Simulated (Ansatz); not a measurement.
**Breaking a bond in BNH2Cl (SMILES N[B]Cl)**

BNH2Cl: 5 atoms, total charge 0, spin state doublet. As SMILES, `N[B]Cl`. The coordinates come from a PBE0-D4/def2-TZVP relaxation. This is one conformer, not always the lowest.

```xyz
5

N    -0.3340    0.4121   -0.2567
B    -0.0984   -0.5446    0.7044
Cl    1.3432   -1.5262    0.7846
H    -1.1767    0.9599   -0.2731
H     0.3158    0.6251   -1.0006
```

The N1–H5 distance is scanned; the parts on either side stay rigid. Basis STO-3G, 7 core orbitals frozen in the correlated methods; program Ansatz 0.2.0. FCI is exact within this basis and core. Energies in eV from each method's value at 1.010 Å; open shells run as named. The shape above is that at 1.010 Å.

**Question.** At 2.53 Å, estimate the order of these methods by their error in the energy rise against FCI, smallest first.
A. UCCSDT(Q)
B. UCCSDT
C. UCCSD(T)

**Answer.** B (0.02 eV), A (0.05 eV), C (0.12 eV).

```json
{"distance (Å)": "1.010", "UCCSD(T)": "0.00", "UCCSDT": "0.00", "UCCSDT(Q)": "0.00", "FCI": "0.00"}
{"distance (Å)": "1.263", "UCCSD(T)": "0.69", "UCCSDT": "0.68", "UCCSDT(Q)": "0.68", "FCI": "0.68"}
{"distance (Å)": "1.516", "UCCSD(T)": "2.13", "UCCSDT": "2.11", "UCCSDT(Q)": "2.11", "FCI": "2.11"}
{"distance (Å)": "2.021", "UCCSD(T)": "3.20", "UCCSDT": "3.10", "UCCSDT(Q)": "3.07", "FCI": "3.10"}
{"distance (Å)": "2.526", "UCCSD(T)": "3.16", "UCCSDT": "3.02", "UCCSDT(Q)": "2.99", "FCI": "3.04"}
```
